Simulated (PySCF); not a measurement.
Compound: C₄H₇F.
Numbering: `[CH3:1]/[CH:2]=[C:3](/[CH3:4])[F:5]` (hydrogens: H6, H7, H8 on C1; H9 on C2; H10, H11, H12 on C4)

Cartesian coordinates in Å at the PBE0-D3(BJ)/def2-SVP level; atoms count from 1:
```xyz
12
C4H7F angstrom
C      1.9435    0.1757    0.4038
C      0.5650   -0.3808    0.2884
C     -0.4982    0.2908   -0.1575
C     -1.8933   -0.1961   -0.3017
F     -0.3672    1.5730   -0.5450
H      1.9684    1.2366    0.1211
H      2.3260    0.0840    1.4337
H      2.6502   -0.3680   -0.2455
H      0.3939   -1.4189    0.5866
H     -2.5826    0.4318    0.2857
H     -1.9839   -1.2357    0.0375
H     -2.2164   -0.1358   -1.3536
```

The calculation used PySCF 2.14.0, PBE0-D3(BJ)/def2-SVP geometry optimisation, gas phase.

Masses are those of the commonest isotopes; rigid-rotor values at the optimised geometry. 

Q: What are A, B and C (MHz)?

A: Ia = 53.23, Ib = 139.45, Ic = 186.36 u·Å²; 505379 MHz·u·Å²/I gives A = 9495, B = 3624, C = 2712 MHz.

Q: Classify the top.

A: An asymmetric top. Ray's parameter κ = (2B − A − C)/(A − C) = -0.731; −1 is the prolate and +1 the oblate limit.

Q: What does the inertial defect say?

A: Not planar: Δ = Ic − Ia − Ib = -6.32 u·Å². For a rigid frame Δ = −2 Σ m c², so Σ m c² = 3.16 u·Å² lies off the ab plane, practically all of it from hydrogen. The atom farthest from that plane is 0.91 Å away.

Q: Which lines would a microwave search look for?

A: The dipole components are |μa| = 0.24 D, |μb| = 1.30 D, |μc| = 0.01 D. Intensities carry the squares of the components, which stand as 0.04 : 1.00 : 0.00 (a : b : c). Some lines, for components of 0.1 D or more:

| type | branch | J(Ka,Kc) | MHz | lower level (cm⁻¹) |
| --- | --- | --- | --- | --- |
| a | Q | 1(1,0) ← 1(1,1) | 912 | 0.407 |
| a | Q | 2(1,1) ← 2(1,2) | 2736 | 0.799 |
| a | R | 1(0,1) ← 0(0,0) | 6336 | 0.000 |
| b | R | 2(0,2) ← 1(1,1) | 6703 | 0.407 |
| b | Q | 1(1,0) ← 1(0,1) | 6783 | 0.211 |
| b | Q | 2(1,1) ← 2(0,2) | 7793 | 0.631 |
| a | R | 2(1,2) ← 1(1,1) | 11760 | 0.407 |
| b | R | 1(1,1) ← 0(0,0) | 12207 | 0.000 |
| a | R | 2(0,2) ← 1(0,1) | 12573 | 0.211 |
| b | R | 2(1,2) ← 1(0,1) | 17630 | 0.211 |
| b | Q | 2(2,0) ← 2(1,1) | 17711 | 0.891 |
| b | Q | 2(2,1) ← 2(1,2) | 20349 | 0.799 |
| b | R | 2(2,1) ← 1(1,0) | 31196 | 0.438 |
| b | R | 2(2,0) ← 1(1,1) | 32207 | 0.407 |

No PBE0-D3(BJ)/def2-SVP frequencies stand behind this structure, so it isn't proved a minimum. Zero-point vibration and centrifugal distortion are left out. A rigid rotor knows nothing of internal rotation, which can split or shift real lines.

On one thread of an Arm Neoverse V1, no GPU, on a shared host, this took 32 s and 0.43 GiB of memory at its peak. These figures are those of the optimisation.
